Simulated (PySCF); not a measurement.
SMILES [C-]#[N+]C=C=C, C₄H₃N

Molfile (atoms numbered from 1):
```
C4H3N
     RDKit          3D

  8  7  0  0  0  0  0  0  0  0999 V2000
    2.6954    1.1042   -0.1118 C   0  0  0  0  0  0  0  0  0  0  0  0
    1.8320    0.3802    0.1895 N   0  0  0  0  0  0  0  0  0  0  0  0
    0.8431   -0.4829    0.5483 C   0  0  0  0  0  0  0  0  0  0  0  0
   -0.4233   -0.1806    0.4574 C   0  0  0  0  0  0  0  0  0  0  0  0
   -1.6741    0.1238    0.3635 C   0  0  0  0  0  0  0  0  0  0  0  0
    1.1868   -1.4423    0.9162 H   0  0  0  0  0  0  0  0  0  0  0  0
   -2.2088    0.5877    1.1774 H   0  0  0  0  0  0  0  0  0  0  0  0
   -2.2421   -0.0808   -0.5303 H   0  0  0  0  0  0  0  0  0  0  0  0
  1  2  3  0
  2  3  1  0
  3  4  2  0
  4  5  2  0
  3  6  1  0
  5  7  1  0
  5  8  1  0
M  CHG  2   1  -1   2   1
M  END
```

The calculation used TDDFT CAM-B3LYP/def2-SVPD excited states, vertical, gas phase in PySCF. Geometry: GFN2-xTB.

Q: Give the one- and two-photon strengths of the lowest singlets.

A: δ for parallel linear polarisation; σ at the peak of a Lorentzian of half width 0.1 eV, single beam; Ω is circular over linear.
```csv
state,E (eV),f,photon λ (nm),δ (au),σ (GM),Ω,main
S1,5.58,0.001,445,<0.1,0.00,–,HOMO→LUMO+1 0.92
S2,6.10,0.001,406,<0.1,0.00,–,"HOMO−1→LUMO 0.73, HOMO−2→LUMO 0.20"
S3,6.57,0.471,377,11.2,0.18,1.06,HOMO→LUMO 0.91
S4,7.07,0.002,351,2.78,0.05,1.50,"HOMO→LUMO+3 0.55, HOMO→LUMO+2 0.24"
S5,7.17,0.034,346,10.8,0.20,1.50,"HOMO−2→LUMO 0.72, HOMO−1→LUMO 0.21"
```

Among these, the strongest one-photon state is S3, the strongest two-photon state S5, with a dipole change of 5.8 D (relaxed, norm of the difference vector).
